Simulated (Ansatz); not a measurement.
## Worked example: the enthalpy of formation of C3H3 (cyclopropenyl radical)

The species is C3H3 (6 atoms), meant as a doublet with charge 0. As SMILES, `[CH]1C=C1`. The shape is that of a PBE0-D4/def2-TZVP optimisation.

```jsonl
{"atom": "C", "x (Å)": "-0.6725", "y (Å)": "-0.5115", "z (Å)": "-0.3892"}
{"atom": "C", "x (Å)": "0.5696", "y (Å)": "0.2367", "z (Å)": "-0.4493"}
{"atom": "C", "x (Å)": "0.1545", "y (Å)": "-0.1206", "z (Å)": "0.7375"}
{"atom": "H", "x (Å)": "-1.6842", "y (Å)": "-0.2005", "z (Å)": "-0.6494"}
{"atom": "H", "x (Å)": "1.3154", "y (Å)": "0.7277", "z (Å)": "-1.0519"}
{"atom": "H", "x (Å)": "0.3172", "y (Å)": "-0.1318", "z (Å)": "1.8023"}
```

Total energies at RPA@PBE0/def2-SVPD, 3 core orbitals frozen (Ansatz 0.2.0); the atoms run unrestricted:

```tsv
species	state	energy (Eh)
C3H3	doublet	-115.668968
C	triplet	-37.759431
H	doublet	-0.512994
```

Harmonic wavenumbers at UPBE0-D4/def2-TZVP, in cm⁻¹: 622, 722, 893, 919, 977, 989, 1042, 1262, 1684, 3091, 3262, 3308.

Measured heats of formation of the gaseous atoms at 298.15 K, in kJ/mol: C 716.9, H 218.0. Take 1 Eh = 2625.50 kJ/mol, 1 cm⁻¹ = 0.0119627 kJ/mol, RT = 2.479 kJ/mol.

Q: What heat of formation follows?

A: 
1. Electronic atomisation energy: 3 × (-37.759431) + 3 × (-0.512994) − (-115.668968) = 0.851693 Eh = 2236.1 kJ/mol.
2. Zero-point energy: half the sum of the wavenumbers, 9385.5 cm⁻¹ = 112.3 kJ/mol.
3. Thermal vibrational enthalpy, Σ hcν̃/(exp(hcν̃/kT) − 1): 1.3 kJ/mol. Translation, rotation and pV of a non-linear molecule: 4 RT = 9.9 kJ/mol.
4. The 6 free atoms carry 5/2 RT each: 37.2 kJ/mol.
5. Spin-orbit coupling lowers the free atoms by 3 × 0.02 = 0.1 kJ/mol.
6. Atomisation enthalpy at 298 K: 2236.1 − 0.1 − 112.3 − 1.3 − 9.9 + 37.2 = 2149.7 kJ/mol.
7. Sum of the atoms' heats of formation: 2804.7 kJ/mol. Heat of formation: 2804.7 − 2149.7 = +655.0 kJ/mol.

The tabulated value is +486.8 kJ/mol (Active Thermochemical Tables), so this level is off by +168.2 kJ/mol, or 7.3 % of the atomisation enthalpy that the table implies (2317.8 kJ/mol). Anharmonicity and any spin-orbit splitting of the molecule are left out, and cores are frozen in the wave-function part.
